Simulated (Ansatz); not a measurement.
Input file:

```yaml
crystal:
  periodic: [false, false, false]
  atoms:
    - {symbol: H, position_ang: [0.000000, 0.000000, -1.270000]}
    - {symbol: H, position_ang: [0.000000, 0.000000, -0.183000]}
    - {symbol: S, position_ang: [0.000000, 0.000000, 1.453000]}
basis:
  gaussian: {orbitals: 6-31G}
magnetization: {spin_polarized: true, initial_magnetization: 2}
correlation: {method: ccsdtq, electrons: outside_noble_gas}
```

```sh
$ ansatz run in.yaml --threads 1 --pin off --events-out ev --progress --plain --max-ram 2393MiB
```

Q: Roughly how long does this take on 1 thread of Arm Neoverse V1, shared host, and how much host memory?

A: 15 s wall and 0.2 GiB.

```
324 factors; integrals over basis functions are off by at most 7.5e-8 eV
mean field evaluation 1: about -10844.1533 eV, gradient 5.8e0 eV
mean field evaluation 2: about -10844.1549 eV, gradient 5.8e0 eV
mean field evaluation 4: about -10844.7056 eV, gradient 1.3e0 eV
mean field evaluation 8: about -10844.7461 eV, gradient 7.0e-3 eV
mean field evaluation 16: about -10844.7414 eV, gradient 3.5e-1 eV
mean field evaluation 32: about -10843.7000 eV, gradient 3.0e-6 eV
mean field evaluation 64: about -10844.7461 eV, gradient 6.3e-3 eV
mean field evaluation 96: about -10844.7464 eV, gradient 1.8e-2 eV
mean field -10844.74607768 eV, -398.5370675218 hartree, gradient 2.1e-6 eV, S^2 2.077483; 8 other end points of the search recorded, 0 dependent functions left out
determinant -10844.74607768 eV, -398.5370675218 hartree, with singles and doubles -10846.25384374 eV, -398.5924769026 hartree
determinant -10843.69998666 eV, -398.4986243858 hartree, with singles and doubles -10845.13533972 eV, -398.5513726381 hartree
5 core orbitals not correlated: weight in the atoms' cores, before any rotation towards them, 1.000 or more for the frozen orbitals, at most 0.000 for the correlated occupied ones
reference -10844.74607768 eV, -398.5370675218 hartree; 5, 3 occupied and 7, 9 virtual orbitals, 324 factors
second order -1.03741436 eV of doubles, -0.00000000 eV of singles
cycle   1  -1.28560271 eV  change   -2.5e-1 eV  update   5.0e-2
cycle   2  -1.47573252 eV  change   -1.9e-1 eV  update   2.9e-2
cycle   3  -1.51997621 eV  change   -4.4e-2 eV  update   1.2e-2
cycle   4  -1.52670524 eV  change   -6.7e-3 eV  update   4.0e-3
cycle   5  -1.52776149 eV  change   -1.1e-3 eV  update   1.4e-3
cycle   6  -1.52777121 eV  change   -9.7e-6 eV  update   5.9e-4
cycle   7  -1.52797947 eV  change   -2.1e-4 eV  update   2.6e-4
cycle   8  -1.52804964 eV  change   -7.0e-5 eV  update   9.4e-5
cycle   9  -1.52802643 eV  change    2.3e-5 eV  update   3.9e-5
cycle  10  -1.52802429 eV  change    2.1e-6 eV  update   1.9e-5
cycle  11  -1.52802363 eV  change    6.6e-7 eV  update   9.3e-6
cycle  12  -1.52802570 eV  change   -2.1e-6 eV  update   4.7e-6
cycle  13  -1.52802596 eV  change   -2.6e-7 eV  update   2.4e-6
cycle  14  -1.52802525 eV  change    7.1e-7 eV  update   1.2e-6
cycle  15  -1.52802475 eV  change    5.0e-7 eV  update   5.9e-7
cycle  16  -1.52802446 eV  change    2.9e-7 eV  update   3.0e-7
Total energy: -10846.27410214 eV, -398.5932213849 hartree
```

For the same geometry and basis full CI lies 0.0 meV higher.
